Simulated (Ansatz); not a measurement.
C$_{4}$H$_{4}$N, SMILES `[c]1ccc[nH]1` radical, relaxed with UKS PBE-D4/def2-SVP in Ansatz 0.2.0 from a rough embedded geometry. The force threshold is 0.03 eV/Å; the program also tests the step.

The species carries charge 0 and has multiplicity 2.

Start:

```xyz
9

C     0.182    0.147   -1.344
C     0.443   -0.970   -0.690
C     0.106   -0.692    0.648
C    -0.295    0.523    0.752
N    -0.322    1.101   -0.528
H     0.839   -1.899   -1.119
H     0.250   -1.411    1.508
H    -0.656    1.139    1.570
H    -0.547    2.062   -0.797
```

(1) By how much does the energy fall, and how many steps does the optimiser take? (Best estimate.)

(2) Which bonds change most? (Estimate.)

(3) Give the relaxed structure. (An estimate is asked.)

## Answers

(1) The calculation gave: 0.49 eV, in 5 steps.

(2) Ansatz gave: C3–C4 from 1.283 to 1.390 Å; C1–C2 from 1.321 to 1.379 Å; C3–H7 from 1.130 to 1.097 Å; C2–C3 from 1.408 to 1.440 Å.

(3) The calculation gave: 
```xyz
9

C     0.174    0.165   -1.379
C     0.463   -1.006   -0.709
C     0.138   -0.726    0.665
C    -0.324    0.582    0.751
N    -0.295    1.119   -0.528
H     0.852   -1.941   -1.125
H     0.238   -1.428    1.503
H    -0.669    1.172    1.607
H    -0.575    2.064   -0.786
```
